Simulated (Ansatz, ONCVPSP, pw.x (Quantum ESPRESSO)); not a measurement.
# From atom to crystal: ONCV potential for gallium

```json
{
 "Element": "gallium",
 "Generator": "ONCVPSP 4.0.1",
 "Type": "optimised norm-conserving Vanderbilt (ONCV)",
 "Functional": "PBEsol",
 "Relativity": "scalar-relativistic",
 "Frozen core": "[Ar] 3d10",
 "Valence charge": "3",
 "Reference configuration": "4s2 4p1",
 "Partial waves": "4s: rc 2.05 bohr, ncon 4, nbas 8, qcut 2.8 1/bohr, 2 projectors, debl 1.2 Ha; 4p: rc 2.05 bohr, ncon 5, nbas 9, qcut 4.1 1/bohr, local",
 "Local potential": "the p channel",
 "Core correction": "Teter function, fcfact 3, rcfact 1.7"
}
```

Crystal test: bcc Ga in pw.x 7.5, no spin, 14³ k-points, Fermi–Dirac smearing 0.01 Ry, cutoffs 95/380 Ry. The reference is all-electron LAPW (Ansatz 0.2.0) with the same functional, mesh and smearing; V0 and B0 come from Birch–Murnaghan fits to the pressures at five volumes. Errors are pseudo minus all-electron; Δ is the rms difference of the E(V) curves that follow from these fits, minima aligned, over ±6 % about the mean V0. Mesh and smearing are coarse, so the numbers serve the comparison and aren't converged zero-temperature values; the lattice is a test structure that the element need not adopt.

All-electron: a0 = 3.298 Å (V0 = 17.94 Å³/atom), B0 = 59.1 GPa.

Task: How far does the potential miss the all-electron equation of state?

Result: mean pressure error (GPa): -11.13. The pressure does not cross zero within the volumes sampled, so no fit is given. This is a poor potential for the solid.

| V (Å³/atom) | P all-electron (GPa) | P pseudo (GPa) |
| --- | --- | --- |
| 17.214 | 2.71 | -9.79 |
| 17.667 | 0.93 | -10.82 |
| 18.120 | -0.58 | -11.66 |
| 18.573 | -1.88 | -12.33 |
| 19.026 | -2.99 | -12.86 |

Task: At the middle volume, how do free energy and pressure move when the wave cutoff is lowered (ecutrho kept at four times it)?

Result:

| cutoff (Ry) | shift of F (meV/atom) | shift of P (GPa) |
| --- | --- | --- |
| 43 | +37.6 | -0.41 |
| 57 | +31.8 | -0.16 |
| 76 | +8.1 | -0.51 |

The run at the middle volume (104 k-points, 6 iterations) took about 18 s on one core of a shared host (Intel(R) Xeon(R) Platinum 8488C, 192 threads, 744 GiB, load 173).
